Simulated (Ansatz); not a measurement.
## Molecular dynamics of BH5N2

Input:

```yaml
crystal:
  periodic: [false, false, false]
  atoms:
    - { symbol: B, position_ang: [-0.4076, -0.1416, 0.7358] }
    - { symbol: "N", position_ang: [1.0324, 0.2155, -0.2868] }
    - { symbol: "N", position_ang: [-1.2061, -0.2024, -0.3337] }
    - { symbol: H, position_ang: [-0.0871, 0.0796, -1.0208] }
    - { symbol: H, position_ang: [-0.3531, -0.2163, 1.89] }
    - { symbol: H, position_ang: [1.4572, 1.1248, -0.1686] }
    - { symbol: H, position_ang: [1.7502, -0.4949, -0.3281] }
    - { symbol: H, position_ang: [-2.1859, -0.3647, -0.4877] }
magnetization:
  spin_polarized: true
basis:
  gaussian: { orbitals: def2-mTZVP }
hamiltonian:
  xc: hf
md:
  timestep: 0.5
  n_steps: 150
  ensemble: nve
  temperature: 600.0
  initial_velocities: maxwell_boltzmann
  seed: 368858
```

Launched with:

```bash
$ ansatz run input.yaml --threads 1 --pin off --max-ram 2048MiB --backend cpu --events-out ev --progress --plain --runs-dir out
```

It starts from a rough guess of a transition structure, not a stationary point.

Output, in part (one step line in 3, the closing report, with atoms numbered from 0):

```
md step     0: t =     0.00 fs  T =   600.0 K  F+E_penalty+E_count = -3713.89216706 eV  E_kin = 0.465336 eV  conserved = -3713.42683106 eV  (35 SCF iters)
md step     3: t =     1.50 fs  T =   601.9 K  F+E_penalty+E_count = -3713.89175489 eV  E_kin = 0.466793 eV  conserved = -3713.42496229 eV  (29 SCF iters)
md step     6: t =     3.00 fs  T =   832.8 K  F+E_penalty+E_count = -3714.06954068 eV  E_kin = 0.645913 eV  conserved = -3713.42362768 eV  (28 SCF iters)
md step     9: t =     4.50 fs  T =  1530.7 K  F+E_penalty+E_count = -3714.61284598 eV  E_kin = 1.187161 eV  conserved = -3713.42568448 eV  (28 SCF iters)
md step    12: t =     6.00 fs  T =  2252.8 K  F+E_penalty+E_count = -3715.18678405 eV  E_kin = 1.747187 eV  conserved = -3713.43959688 eV  (27 SCF iters)
md step    15: t =     7.50 fs  T =  2322.5 K  F+E_penalty+E_count = -3715.21790739 eV  E_kin = 1.801239 eV  conserved = -3713.41666857 eV  (25 SCF iters)
md step    18: t =     9.00 fs  T =  3227.8 K  F+E_penalty+E_count = -3715.94723898 eV  E_kin = 2.503373 eV  conserved = -3713.44386610 eV  (25 SCF iters)
md step    21: t =    10.50 fs  T =  2565.2 K  F+E_penalty+E_count = -3715.41584817 eV  E_kin = 1.989485 eV  conserved = -3713.42636277 eV  (27 SCF iters)
md step    24: t =    12.00 fs  T =  2125.6 K  F+E_penalty+E_count = -3715.07264991 eV  E_kin = 1.648563 eV  conserved = -3713.42408718 eV  (28 SCF iters)
md step    27: t =    13.50 fs  T =  2552.5 K  F+E_penalty+E_count = -3715.40639318 eV  E_kin = 1.979643 eV  conserved = -3713.42674971 eV  (26 SCF iters)
md step    30: t =    15.00 fs  T =  3214.5 K  F+E_penalty+E_count = -3715.93672705 eV  E_kin = 2.493052 eV  conserved = -3713.44367455 eV  (26 SCF iters)
md step    33: t =    16.50 fs  T =  2392.6 K  F+E_penalty+E_count = -3715.26787001 eV  E_kin = 1.855604 eV  conserved = -3713.41226574 eV  (24 SCF iters)
md step    36: t =    18.00 fs  T =  3564.5 K  F+E_penalty+E_count = -3716.21579512 eV  E_kin = 2.764511 eV  conserved = -3713.45128389 eV  (25 SCF iters)
md step    39: t =    19.50 fs  T =  3513.5 K  F+E_penalty+E_count = -3716.15698761 eV  E_kin = 2.724917 eV  conserved = -3713.43207095 eV  (26 SCF iters)
md step    42: t =    21.00 fs  T =  2744.1 K  F+E_penalty+E_count = -3715.55174589 eV  E_kin = 2.128192 eV  conserved = -3713.42355339 eV  (27 SCF iters)
md step    45: t =    22.50 fs  T =  2882.7 K  F+E_penalty+E_count = -3715.66023189 eV  E_kin = 2.235711 eV  conserved = -3713.42452051 eV  (26 SCF iters)
md step    48: t =    24.00 fs  T =  3597.5 K  F+E_penalty+E_count = -3716.23306232 eV  E_kin = 2.790052 eV  conserved = -3713.44301012 eV  (25 SCF iters)
md step    51: t =    25.50 fs  T =  2685.7 K  F+E_penalty+E_count = -3715.49955389 eV  E_kin = 2.082916 eV  conserved = -3713.41663758 eV  (25 SCF iters)
md step    54: t =    27.00 fs  T =  3403.7 K  F+E_penalty+E_count = -3716.09033620 eV  E_kin = 2.639793 eV  conserved = -3713.45054362 eV  (25 SCF iters)
md step    57: t =    28.50 fs  T =  3148.9 K  F+E_penalty+E_count = -3715.87328671 eV  E_kin = 2.442173 eV  conserved = -3713.43111355 eV  (26 SCF iters)
md step    60: t =    30.00 fs  T =  2232.1 K  F+E_penalty+E_count = -3715.15468572 eV  E_kin = 1.731155 eV  conserved = -3713.42353024 eV  (27 SCF iters)
md step    63: t =    31.50 fs  T =  2162.5 K  F+E_penalty+E_count = -3715.10201144 eV  E_kin = 1.677157 eV  conserved = -3713.42485464 eV  (27 SCF iters)
md step    66: t =    33.00 fs  T =  2658.2 K  F+E_penalty+E_count = -3715.49747252 eV  E_kin = 2.061561 eV  conserved = -3713.43591177 eV  (26 SCF iters)
md step    69: t =    34.50 fs  T =  1980.1 K  F+E_penalty+E_count = -3714.96944798 eV  E_kin = 1.535679 eV  conserved = -3713.43376870 eV  (26 SCF iters)
md step    72: t =    36.00 fs  T =  1924.4 K  F+E_penalty+E_count = -3714.92844945 eV  E_kin = 1.492512 eV  conserved = -3713.43593709 eV  (26 SCF iters)
md step    75: t =    37.50 fs  T =  2290.3 K  F+E_penalty+E_count = -3715.21206810 eV  E_kin = 1.776252 eV  conserved = -3713.43581589 eV  (26 SCF iters)
md step    78: t =    39.00 fs  T =  1523.1 K  F+E_penalty+E_count = -3714.60494491 eV  E_kin = 1.181270 eV  conserved = -3713.42367469 eV  (27 SCF iters)
md step    81: t =    40.50 fs  T =  1529.3 K  F+E_penalty+E_count = -3714.60979429 eV  E_kin = 1.186028 eV  conserved = -3713.42376595 eV  (27 SCF iters)
md step    84: t =    42.00 fs  T =  2338.3 K  F+E_penalty+E_count = -3715.24660041 eV  E_kin = 1.813463 eV  conserved = -3713.43313768 eV  (27 SCF iters)
md step    87: t =    43.50 fs  T =  2312.5 K  F+E_penalty+E_count = -3715.23354493 eV  E_kin = 1.793483 eV  conserved = -3713.44006143 eV  (27 SCF iters)
md step    90: t =    45.00 fs  T =  2177.4 K  F+E_penalty+E_count = -3715.11673371 eV  E_kin = 1.688689 eV  conserved = -3713.42804517 eV  (27 SCF iters)
md step    93: t =    46.50 fs  T =  2825.9 K  F+E_penalty+E_count = -3715.62893771 eV  E_kin = 2.191654 eV  conserved = -3713.43728373 eV  (26 SCF iters)
md step    96: t =    48.00 fs  T =  2277.3 K  F+E_penalty+E_count = -3715.19125366 eV  E_kin = 1.766187 eV  conserved = -3713.42506707 eV  (27 SCF iters)
md step    99: t =    49.50 fs  T =  2254.9 K  F+E_penalty+E_count = -3715.17347456 eV  E_kin = 1.748830 eV  conserved = -3713.42464431 eV  (27 SCF iters)
md step   102: t =    51.00 fs  T =  2936.9 K  F+E_penalty+E_count = -3715.70891824 eV  E_kin = 2.277757 eV  conserved = -3713.43116095 eV  (26 SCF iters)
md step   105: t =    52.50 fs  T =  2945.1 K  F+E_penalty+E_count = -3715.73480460 eV  E_kin = 2.284063 eV  conserved = -3713.45074148 eV  (25 SCF iters)
md step   108: t =    54.00 fs  T =  2113.9 K  F+E_penalty+E_count = -3715.05504516 eV  E_kin = 1.639441 eV  conserved = -3713.41560436 eV  (26 SCF iters)
md step   111: t =    55.50 fs  T =  3094.6 K  F+E_penalty+E_count = -3715.84337964 eV  E_kin = 2.400080 eV  conserved = -3713.44329922 eV  (24 SCF iters)
md step   114: t =    57.00 fs  T =  2454.4 K  F+E_penalty+E_count = -3715.32877340 eV  E_kin = 1.903527 eV  conserved = -3713.42524638 eV  (27 SCF iters)
md step   117: t =    58.50 fs  T =  2340.9 K  F+E_penalty+E_count = -3715.23965038 eV  E_kin = 1.815508 eV  conserved = -3713.42414256 eV  (27 SCF iters)
md step   120: t =    60.00 fs  T =  3146.8 K  F+E_penalty+E_count = -3715.86876871 eV  E_kin = 2.440524 eV  conserved = -3713.42824510 eV  (27 SCF iters)
md step   123: t =    61.50 fs  T =  3906.1 K  F+E_penalty+E_count = -3716.47676382 eV  E_kin = 3.029403 eV  conserved = -3713.44736112 eV  (26 SCF iters)
md step   126: t =    63.00 fs  T =  3163.1 K  F+E_penalty+E_count = -3715.86385990 eV  E_kin = 2.453166 eV  conserved = -3713.41069395 eV  (24 SCF iters)
md step   129: t =    64.50 fs  T =  3861.5 K  F+E_penalty+E_count = -3716.44091364 eV  E_kin = 2.994841 eV  conserved = -3713.44607234 eV  (26 SCF iters)
md step   132: t =    66.00 fs  T =  3039.6 K  F+E_penalty+E_count = -3715.78633473 eV  E_kin = 2.357395 eV  conserved = -3713.42893969 eV  (26 SCF iters)
md step   135: t =    67.50 fs  T =  2075.6 K  F+E_penalty+E_count = -3715.03328329 eV  E_kin = 1.609749 eV  conserved = -3713.42353417 eV  (27 SCF iters)
md step   138: t =    69.00 fs  T =  2091.9 K  F+E_penalty+E_count = -3715.04755696 eV  E_kin = 1.622411 eV  conserved = -3713.42514593 eV  (27 SCF iters)
md step   141: t =    70.50 fs  T =  2592.6 K  F+E_penalty+E_count = -3715.45641172 eV  E_kin = 2.010732 eV  conserved = -3713.44567989 eV  (26 SCF iters)
md step   144: t =    72.00 fs  T =  1297.3 K  F+E_penalty+E_count = -3714.42077738 eV  E_kin = 1.006152 eV  conserved = -3713.41462575 eV  (26 SCF iters)
md step   147: t =    73.50 fs  T =  1860.1 K  F+E_penalty+E_count = -3714.89027327 eV  E_kin = 1.442585 eV  conserved = -3713.44768841 eV  (25 SCF iters)
md step   150: t =    75.00 fs  T =  1814.9 K  F+E_penalty+E_count = -3714.83830897 eV  E_kin = 1.407528 eV  conserved = -3713.43078126 eV  (33 SCF iters)
Total energy: -3714.83830897 eV, -136.5177898470 hartree
Atom 0 at    -0.282284     0.143809     0.631592 Å, force     1.771070    -1.977369    -3.316736 eV/Å
Atom 1 at     0.990455     0.033154    -0.090811 Å, force     0.894594     1.638502     0.711700 eV/Å
Atom 2 at    -1.225557    -0.229697    -0.374400 Å, force     2.719641    -0.479862    -3.267297 eV/Å
Atom 3 at    -0.475932    -0.403850    -1.170508 Å, force    -4.368475     0.105276     2.076686 eV/Å
Atom 4 at     0.067272     0.180978     1.702824 Å, force    -1.596064     0.685780     2.393053 eV/Å
Atom 5 at     1.773963     0.621806     0.190917 Å, force    -0.578124    -0.777475    -0.383767 eV/Å
Atom 6 at     0.815362     0.056182    -1.078477 Å, force     1.798561     0.508541     0.163147 eV/Å
Atom 7 at    -2.090053    -0.474242    -0.800268 Å, force    -0.641203     0.296607     1.623215 eV/Å
Dipole moment:    -0.091210     0.172792    -0.274015 e Å
```

The run went to its last step. The conserved energy stayed within 3.1 meV per atom of its start (net change -0.49 meV per atom), so there is no drift, though single steps change it by up to 28 meV in the whole system, a sign of fast motions only just resolved. The system heated up, since it started high on the potential surface and ran downhill. A run of 0.075 ps of so small a system gives no equilibrium averages. The orbitals stay closed-shell, which can raise the energy where a bond breaks towards radicals; this wasn't checked here.

The step under study would form N2–H4 and break B1–N2, N3–H4. These pairs go: N2–H4 1.35 → 1.87 Å, B1–N2 1.80 → 1.47 Å, N3–H4 1.34 → 1.11 Å. In the last frame they stand as before the step (other bonds may differ from the relaxed reactants and products). It ends as one piece, BH5N2. Pairs count as bonded within 1.25 times the sum of covalent radii (0.12 Å more for H–H).

Last frame:

```xyz
8
Properties=species:S:1:pos:R:3
B -0.282 0.144 0.632
N 0.991 0.033 -0.091
N -1.226 -0.230 -0.374
H -0.476 -0.404 -1.171
H 0.067 0.181 1.703
H 1.774 0.622 0.191
H 0.815 0.056 -1.079
H -2.090 -0.474 -0.800
```

Time of the run: 2.4 min on 1 CPU thread of a shared host.
